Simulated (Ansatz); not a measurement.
## Nudged elastic band run: CH₇AlO

input.yaml

```yaml
crystal:
  periodic: [false, false, false]
  atoms:
    - { symbol: Al, position_ang: [0.048086, -0.119797, 0.303017] }
    - { symbol: C, position_ang: [0.012222, 0.253845, 2.257053] }
    - { symbol: H, position_ang: [-0.938565, -0.040601, 2.75449] }
    - { symbol: H, position_ang: [0.84954, -0.22593, 2.812174] }
    - { symbol: H, position_ang: [0.124335, 1.347202, 2.433748] }
    - { symbol: H, position_ang: [1.438035, 0.07161, -0.484869] }
    - { symbol: H, position_ang: [-1.328365, 0.082867, -0.53159] }
    - { symbol: O, position_ang: [-0.141363, -2.180025, 0.386647] }
    - { symbol: H, position_ang: [-0.989195, -2.43962, -0.026219] }
    - { symbol: H, position_ang: [-0.185631, -2.49685, 1.310949] }
basis:
  gaussian: { orbitals: def2-SVP }
hamiltonian:
  xc: pbe
neb:
  order_check: false
  images: 7
  f_tol: 0.03
  max_iterations: 60
  final_atoms:
    - { symbol: Al, position_ang: [-0.03827806, -0.50813254, -0.34384437] }
    - { symbol: C, position_ang: [-0.0215518, -0.14244057, 2.58627362] }
    - { symbol: H, position_ang: [-0.9851932, 0.04734038, 3.09323742] }
    - { symbol: H, position_ang: [0.79455252, -0.22516106, 3.3273461] }
    - { symbol: H, position_ang: [0.20422263, 0.71135138, 1.91430788] }
    - { symbol: H, position_ang: [1.42145945, 0.106134, -0.50336135] }
    - { symbol: H, position_ang: [-1.39850937, 0.33101084, -0.44059935] }
    - { symbol: O, position_ang: [-0.08265544, -2.23771171, -0.25286673] }
    - { symbol: H, position_ang: [-0.91980386, -2.72619199, -0.1979851] }
    - { symbol: H, position_ang: [-0.08514388, -1.10349773, 2.03289189] }
  initial_path:
    images:
      - { positions_ang: [[0.048086, -0.119797, 0.303017], [0.012222, 0.253845, 2.257053], [-0.938565, -0.040601, 2.75449], [0.84954, -0.22593, 2.812174], [0.124335, 1.347202, 2.433748], [1.438035, 0.07161, -0.484869], [-1.328365, 0.082867, -0.53159], [-0.141363, -2.180025, 0.386647], [-0.989195, -2.43962, -0.026219], [-0.185631, -2.49685, 1.310949]] }
      - { positions_ang: [[0.03683733, -0.09343443, 0.22553066], [0.00858887, 0.1941462, 2.27100953], [-0.95468089, -0.10260694, 2.73709944], [0.82811253, -0.34242681, 2.78266863], [0.15067099, 1.27034526, 2.49305219], [1.41750208, 0.04737767, -0.55957774], [-1.33279585, 0.05636507, -0.59619833], [-0.17263971, -2.12538461, 0.45825329], [-0.90904645, -2.46051671, -0.03559112], [-0.18344989, -2.19116369, 1.43915344]] }
      - { positions_ang: [[0.02558866, -0.06707186, 0.14804432], [0.00495575, 0.13444739, 2.28496605], [-0.97079678, -0.16461288, 2.71970888], [0.80668505, -0.45892362, 2.75316326], [0.17700697, 1.19348853, 2.55235639], [1.39696916, 0.02314533, -0.63428647], [-1.33722671, 0.02986313, -0.66080666], [-0.20391641, -2.07074422, 0.52985959], [-0.82889791, -2.48141342, -0.04496324], [-0.18126878, -1.88547738, 1.56735787]] }
      - { positions_ang: [[0.01433999, -0.0407093, 0.07055798], [0.00132262, 0.07474859, 2.29892258], [-0.98691267, -0.22661882, 2.70231833], [0.78525758, -0.57542043, 2.72365789], [0.20334296, 1.11663179, 2.61166058], [1.37643623, -0.001087, -0.70899521], [-1.34165756, 0.0033612, -0.72541498], [-0.23519312, -2.01610383, 0.60146588], [-0.74874936, -2.50231014, -0.05433536], [-0.17908766, -1.57979107, 1.69556231]] }
      - { positions_ang: [[0.00309132, -0.01434673, -0.00692836], [-0.00231051, 0.01504978, 2.3128791], [-1.00302856, -0.28862476, 2.68492777], [0.7638301, -0.69191724, 2.69415252], [0.22967895, 1.03977505, 2.67096478], [1.35590331, -0.02531934, -0.78370394], [-1.34608842, -0.02314074, -0.79002331], [-0.26646982, -1.96146344, 0.67307217], [-0.66860082, -2.52320685, -0.06370748], [-0.17690655, -1.27410475, 1.82376675]] }
      - { positions_ang: [[-0.00725103, -0.13779318, -0.09115736], [-0.00712083, -0.02432281, 2.38122773], [-0.99856972, -0.20463347, 2.78700518], [0.77151071, -0.57522819, 2.85245092], [0.22331487, 0.95766913, 2.48180055], [1.37229235, 0.007544, -0.71361829], [-1.35919366, 0.06539716, -0.70266732], [-0.22051623, -2.03052551, 0.44158745], [-0.73140158, -2.57395313, -0.09727689], [-0.15396588, -1.231453, 1.87604803]] }
      - { positions_ang: [[-0.01759337, -0.26123963, -0.17538637], [-0.01193115, -0.06369539, 2.44957636], [-0.99411088, -0.12064219, 2.88908259], [0.77919131, -0.45853915, 3.01074931], [0.21695079, 0.87556322, 2.29263633], [1.38868138, 0.04040733, -0.64353265], [-1.37229889, 0.15393505, -0.61531133], [-0.17456263, -2.09958757, 0.21010272], [-0.79420234, -2.62469942, -0.13084629], [-0.13102522, -1.18880124, 1.92832932]] }
      - { positions_ang: [[-0.02793572, -0.38468609, -0.25961537], [-0.01674147, -0.10306798, 2.51792499], [-0.98965204, -0.03665091, 2.99116001], [0.78687191, -0.3418501, 3.1690477], [0.21058671, 0.7934573, 2.1034721], [1.40507042, 0.07327066, -0.573447], [-1.38540413, 0.24247295, -0.52795534], [-0.12860904, -2.16864964, -0.021382], [-0.8570031, -2.67544571, -0.16441569], [-0.10808455, -1.14614949, 1.98061061]] }
      - { positions_ang: [[-0.03827806, -0.50813254, -0.34384437], [-0.0215518, -0.14244057, 2.58627362], [-0.9851932, 0.04734038, 3.09323742], [0.79455252, -0.22516106, 3.3273461], [0.20422263, 0.71135138, 1.91430788], [1.42145945, 0.106134, -0.50336135], [-1.39850937, 0.33101084, -0.44059935], [-0.08265544, -2.23771171, -0.25286673], [-0.91980386, -2.72619199, -0.1979851], [-0.08514388, -1.10349773, 2.03289189]] }
```

Launched with:

```bash
$ ansatz run input.yaml --threads 2 --pin off --max-ram 3072MiB --backend cpu --events-out ev --progress --plain --runs-dir out
```

Output, in part (warnings, iteration lines, the closing report on the highest movable image, with atoms numbered from 0):

```
NEB end point (image 0): max|allowed force component| = 2.214e-2 eV/Å (the criterion of neb.relax_end_points is 1.000e-2)
NEB end point (image 8): max|allowed force component| = 1.491e-2 eV/Å (the criterion of neb.relax_end_points is 1.000e-2)
NEB iter   1: max|band force component| = 7.482e0 eV/Å  barrier→ = 2.3547 eV  barrier← = 2.9894 eV  Δτ_max = 0.2000 Å  (226 SCF iters)
NEB iter   2: max|band force component| = 2.255e0 eV/Å  barrier→ = 1.1440 eV  barrier← = 1.7787 eV  Δτ_max = 0.2000 Å  (207 SCF iters)
NEB iter   3: max|band force component| = 2.339e0 eV/Å  barrier→ = 0.7257 eV  barrier← = 1.3604 eV  Δτ_max = 0.1010 Å  (199 SCF iters)
NEB iter   4: max|band force component| = 5.067e-1 eV/Å  barrier→ = 0.5855 eV  barrier← = 1.2202 eV  Δτ_max = 0.1688 Å  (187 SCF iters)
NEB iter   5: max|band force component| = 2.392e-1 eV/Å  barrier→ = 0.5314 eV  barrier← = 1.1661 eV  CI = image 4  Δτ_max = 0.0461 Å  (186 SCF iters)
NEB iter   6: max|band force component| = 1.092e-1 eV/Å  barrier→ = 0.5271 eV  barrier← = 1.1618 eV  CI = image 4  Δτ_max = 0.0326 Å  (188 SCF iters)
NEB iter   7: max|band force component| = 4.086e-2 eV/Å  barrier→ = 0.5261 eV  barrier← = 1.1608 eV  CI = image 4  Δτ_max = 0.0235 Å  (192 SCF iters)
NEB iter   8: max|band force component| = 4.494e-2 eV/Å  barrier→ = 0.5254 eV  barrier← = 1.1601 eV  CI = image 4  Δτ_max = 0.0117 Å  (192 SCF iters)
NEB iter   9: max|band force component| = 2.752e-2 eV/Å  barrier→ = 0.5252 eV  barrier← = 1.1599 eV  CI = image 4  Δτ_max = 0.0000 Å  (362 SCF iters)
Total energy: -9782.48341505 eV, -359.4996346976 hartree
Atom 0 at     0.014626    -0.226750     0.077300 Å, force     0.013125    -0.003182    -0.005069 eV/Å
Atom 1 at    -0.048971    -0.158751     2.215513 Å, force     0.004453     0.006467     0.003900 eV/Å
Atom 2 at    -1.016099    -0.203301     2.756451 Å, force    -0.000874     0.000308     0.004580 eV/Å
Atom 3 at     0.762337    -0.500380     2.891190 Å, force    -0.000161    -0.003826    -0.002411 eV/Å
Atom 4 at     0.158097     0.932329     2.079185 Å, force    -0.004567    -0.004170     0.002541 eV/Å
Atom 5 at     1.449420     0.220786    -0.458599 Å, force    -0.002050     0.001414    -0.002205 eV/Å
Atom 6 at    -1.373862     0.314457    -0.509349 Å, force    -0.006619     0.001957    -0.003578 eV/Å
Atom 7 at    -0.052850    -2.107553     0.441289 Å, force     0.011679    -0.007398    -0.006860 eV/Å
Atom 8 at    -0.886417    -2.588505     0.278626 Å, force    -0.006069     0.001150     0.001629 eV/Å
Atom 9 at    -0.117181    -1.429631     1.443793 Å, force    -0.008918     0.007281     0.007472 eV/Å
Dipole moment:    -0.276210    -0.255345     0.247036 e Å
```

It converged. A vibrational analysis at the climbing image gives one clearly imaginary mode, 1077i cm⁻¹: a first-order saddle point. The orbitals stay closed-shell, which can raise the energy where a bond breaks towards radicals; this wasn't checked here.

Final band (atoms are numbered from 1 in the order of the input):

```tsv
image	path coordinate (Å)	energy (kcal/mol)	Al1–C2 (Å)	O8–H10 (Å)	C2–H10 (Å)
0	0.00	0.0	1.99	0.98	2.92
1	0.39	0.4	1.99	0.98	2.60
2	0.79	2.2	2.01	0.99	2.21
3	1.18	6.5	2.04	1.02	1.85
4	1.58	12.1	2.14	1.21	1.49
5	1.98	0.1	2.32	1.61	1.19
6	2.39	-10.9	2.58	1.97	1.12
7	2.79	-14.1	2.79	2.28	1.11
8	3.19	-14.6	2.95	2.55	1.11
```

Time of the run: 62 s on 2 threads of Arm Neoverse V2, with other jobs on the host, peak memory 0.11 GiB.
